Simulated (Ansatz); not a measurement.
1T (CdI2-type) SnSe2 was calculated with LDA in Ansatz (PAW).

Numerical settings: plane-wave cutoff 520 eV, 12×12×6 k mesh (along the axes of the cell as run), Fermi–Dirac smearing 0.01 eV, scalar-relativistic PAW data made under PBE.

Cell (measured lattice):

```yaml
crystal:
  lattice:
    - [3.81100, 0.00000, 0.00000]
    - [-1.90550, 3.30042, 0.00000]
    - [0.00000, 0.00000, 6.14000]
  atoms:
    - { symbol: Sn, position: [0.00000, 0.00000, 0.00000] }
    - { symbol: Se, position: [0.33333, 0.66667, 0.25869] }
    - { symbol: Se, position: [0.66667, 0.33333, 0.74131] }
```

Question: What does this level give for the band gap and smallest direct gap on the k points sampled?

Answer: 
band gap: 0.38 eV
smallest direct gap on the k points sampled: 0.89 eV

Measured, for comparison: band gap 0.98 eV (temperature not stated, not corrected to a static lattice, indirect, our sources range from 0.98 to 1.06; as tabulated in Gonzalez and Oleynik (2016), arXiv:1609.04381).

Note: cell and atoms aren't relaxed at this level (largest force component 0.10 eV/Å, pressure -1.4 GPa).

Spin–orbit coupling is not included.

The result took around 40 core-seconds (rough).

Ansatz is a first-principles code.
